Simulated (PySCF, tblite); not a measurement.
Dissociation curve of SMILES C#C. The C1–H4 bond (C1 also carries C; H4 carries nothing else) is varied alone, starting from the PBE0/def2-TZVP optimised geometry.

- GFN2-xTB, 300 K electronic temperature (tblite)
- UCCSD(T) = CCSD(T) on UHF/cc-pVDZ, 2 core orbitals frozen run with PySCF 2.14.0

Energies relative to the lowest point of each curve near equilibrium, in mEh; the last columns give the difference from UCCSD(T):

| R / Å | GFN2-xTB | UCCSD(T) | GFN2-xTB − UCCSD(T) |
|---|---|---|---|
| 0.80 | 81.6 | 100.6 | -19.1 |
| 0.85 | 45.6 | 60.5 | -14.9 |
| 0.91 | 19.1 | 28.8 | -9.7 |
| 0.95 | 8.8 | 15.3 | -6.5 |
| 0.99 | 2.8 | 6.5 | -3.7 |
| 1.02 | 0.6 | 2.5 | -2.0 |
| 1.06 | 0.0 | 0.0 | 0.0 |
| 1.10 | 1.5 | 0.1 | 1.5 |
| 1.14 | 4.7 | 2.2 | 2.5 |
| 1.17 | 7.9 | 4.9 | 3.0 |
| 1.24 | 17.3 | 14.0 | 3.3 |
| 1.32 | 30.3 | 27.6 | 2.7 |
| 1.45 | 53.6 | 53.4 | 0.2 |
| 1.60 | 81.0 | 84.4 | -3.4 |
| 1.77 | 110.2 | 119.0 | -8.8 |
| 1.94 | 136.1 | 148.7 | -12.6 |
| 2.11 | 158.3 | 172.4 | -14.2 |
| 2.33 | 181.3 | 193.4 | -12.1 |
| 2.62 | 203.1 | 205.9 | -2.8 |
| 2.91 | 217.1 | 209.7 | 7.4 |
| 3.23 | 226.1 | 211.0 | 15.1 |
| 3.72 | 231.5 | 211.4 | 20.1 |

GFN2-xTB is furthest from UCCSD(T) at 3.72 (20.1 mEh, above); its mean absolute difference over the points is 7.5 mEh.

The unrestricted determinant behind UCCSD(T) is spin-contaminated at 1.60 to 3.72 Å (<S²> up to 1.3, against 0.00 for a pure singlet).
